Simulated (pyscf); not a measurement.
Thermochemistry of product channels of Cl–GeH₂–Cl (SMILES [Cl][GeH2][Cl]) + H• (SMILES [H]) on the doublet surface, in kJ/mol, from ωB97M-D3(BJ)/def2-TZVP energies (ideal gas, 1 atm, RRHO with modes under 100 cm⁻¹ raised to 100, one conformer, R ln 2 for rigid chiral ones). Optimised with ωB97X-D3(BJ)/def2-SVP in PySCF.

| products | ΔE | ΔH(298 K) | ΔG(298 K) | ΔG(600 K) |
|---|---|---|---|---|
| HCl (SMILES Cl) + Cl–GeH₂• (SMILES [Cl][GeH2]) | (withheld) | -27.3 | -41.4 | -54.4 |
| Cl• (SMILES [Cl]) + Cl–GeH: (SMILES [Cl][GeH]) [singlet] + H₂ (SMILES [H][H]) | +166.5 | +166.5 | +125.0 | (withheld) |
| Cl–GeH•–Cl (SMILES [Cl][GeH][Cl]) + H₂ (SMILES [H][H]) | (withheld) | -92.2 | -100.0 | -107.9 |
| HCl (SMILES Cl) + GeH₂ (SMILES [GeH2]) [singlet] + Cl• (SMILES [Cl]) | +272.3 | +274.0 | +228.8 | +183.8 |

Question: Some entries are withheld; supply them.

Answer: 
- HCl (SMILES Cl) + Cl–GeH₂• (SMILES [Cl][GeH2]), ΔE: -35.8
- Cl• (SMILES [Cl]) + Cl–GeH: (SMILES [Cl][GeH]) [singlet] + H₂ (SMILES [H][H]), ΔG(600 K): +82.9
- Cl–GeH•–Cl (SMILES [Cl][GeH][Cl]) + H₂ (SMILES [H][H]), ΔE: -96.3

These are energies of the channels, which say nothing of barriers. Left out: orbital degeneracy and the spin-orbit lowering of Cl. Elements up to Kr have no core potential and no relativistic terms here.
